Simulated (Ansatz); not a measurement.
ethylene (SMILES C=C) moved off its minimum; all values from Ansatz (a first-principles code), cores frozen in correlated methods.
(charge 0, multiplicity 1)
```xyz
6

C     -0.64760    -0.00657     0.01757
C      0.60687     0.03685    -0.02361
H     -1.26307     0.85304     0.09817
H     -1.21809    -0.96898    -0.18618
H      1.33851    -0.85990    -0.17682
H      1.20648     0.92984     0.17124
```

Forces at wB97M-V/def2-TZVPP (eV/Å):

| atom | Fx | Fy | Fz |
|---|---|---|---|
| C1 | -5.096 | -2.331 | -0.874 |
| C2 | 6.979 | -1.102 | 0.096 |
| H3 | -0.384 | 0.719 | 0.351 |
| H4 | 0.809 | 1.274 | 0.383 |
| H5 | -1.827 | 1.390 | 0.222 |
| H6 | -0.481 | 0.051 | -0.178 |

Q: Give the forces (eV/Å), the total energy and the dipole at CCSD(T)/aug-cc-pVTZ.

A: 
| atom | Fx | Fy | Fz |
|---|---|---|---|
| C1 | -5.992 | -2.377 | -0.794 |
| C2 | 7.870 | -1.063 | 0.022 |
| H3 | -0.416 | 0.775 | 0.341 |
| H4 | 0.781 | 1.224 | 0.364 |
| H5 | -1.792 | 1.333 | 0.219 |
| H6 | -0.451 | 0.108 | -0.152 |
Energy -78.4278 hartree, dipole 0.08 D.
